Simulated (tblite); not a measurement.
trans-2,3-epoxybutane, C4H8O.
SMILES: `C[C@H]1[C@@H](O1)C`

All values are computed: GFN2-xTB (tblite) harmonic vibrations without scaling, gas phase. Against measured fundamentals such values can be off by several per cent, at times by over 20.

Harmonic wavenumbers (cm⁻¹): 148.4, 162.6, 236.2, 282.2, 453.5, 474.8, 847.7, 873.2, 960.5, 983.1, 1041.9, 1079.6, 1118.2, 1131.2, 1138.9, 1141.6, 1264.2, 1312.1, 1399.3, 1403.0, 1465.5, 1473.8, 1483.5, 1486.4, 1502.5, 2969.7, 2983.7, 3029.0, 3030.2, 3035.7, 3036.4, 3047.7, 3048.9.

A = 12257, B = 3458, C = 3102 MHz; mass 72.058 u (most abundant isotopes); point group C2, symmetry number 2.

Task: What is the zero-point energy?

Result: Half the sum of the wavenumbers: 24523 cm⁻¹ = 293.36 kJ/mol.

Task: What is S at 200 K and 1 bar for an ideal gas of classical rigid rotors and harmonic oscillators?

Result: Translation 153.90, rotation 95.14, vibration 27.40: S = 276.4 J/(mol K).

Task: And Cp and H(200 K) − H(0)?

Result: Cp = 71.36 J/(mol K), of which vibrations give 38.10 (their classical limit is 33 R = 274.4); H(200 K) − H(0) = 10.11 kJ/mol without the zero-point energy, 3.46 from vibrations.

Task: What must be added to the electronic energy to get the Gibbs energy at 200 K and 1 bar?

Result: ZPE + [H(200 K) − H(0)] − T·S = 293.36 + 10.11 − 55.29 = 248.18 kJ/mol.

Task: Which modes carry the vibrational entropy at 200 K?

Result: 148.4 cm⁻¹: 8.15; 162.6 cm⁻¹: 7.47; 236.2 cm⁻¹: 4.84; 282.2 cm⁻¹: 3.72; 453.5 cm⁻¹: 1.40; 474.8 cm⁻¹: 1.24 J/(mol K); the other 27 give 0.56 together.

Task: Blend soft modes into free rotors: weight 1/[1 + (100 cm⁻¹/ν̃)⁴] for the oscillator and the rest for a rotor with moment μB/(μ + B), μ = h/(8π²ν), B = 10⁻⁴⁴ kg m². What vibrational entropy results?

Result: 27.68 J/(mol K) in place of 27.40, which changes −T·S at 200 K by -0.06 kJ/mol.

Task: How do the functions run with temperature in this model?

Result: 
| T (K) | S (J/(mol K)) | Cp (J/(mol K)) | H − H(0) (kJ/mol) | G − H(0) (kJ/mol) | ln q(vib) |
| --- | --- | --- | --- | --- | --- |
| 150 | 257.4 | 61.8 | 6.78 | -31.82 | 0.71 |
| 250 | 293.5 | 82.0 | 13.93 | -59.43 | 1.75 |
| 298.15 | 308.9 | 93.7 | 18.16 | -73.94 | 2.28 |
| 400 | 340.1 | 120.2 | 29.05 | -107.00 | 3.45 |
| 600 | 397.8 | 165.3 | 57.82 | -180.88 | 5.91 |
| 900 | 474.2 | 210.7 | 114.76 | -311.99 | 9.72 |

q(vib) and H(0) count from the zero-point level.

Hindered rotation and anharmonicity are outside this model. The structure is chiral; the term R ln 2 for an equal mix with its mirror image is left out.
